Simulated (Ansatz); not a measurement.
## Ansatz (development build ahead of 0.2.0) run

```yaml
crystal:
  periodic: [false, false, false]
  atoms:
    - { symbol: "N", position_ang: [0.0, 0.0, -0.4941] }
    - { symbol: "N", position_ang: [0.0, 0.0, 0.4941] }
basis:
  gaussian: { orbitals: "6-31G" }
hamiltonian:
  xc: hf
correlation:
  method: ccsd_t
  frozen_orbitals: { "N": 1 }
```

The input is written out in the form of the current development build from the run's settings.

Output:

| Quantity | Value |
| --- | --- |
| Converged | yes |
| Reference energy | -108.82478 hartree |
| Correlation energy | -0.20744 hartree |
| Total energy | -109.03222 hartree |
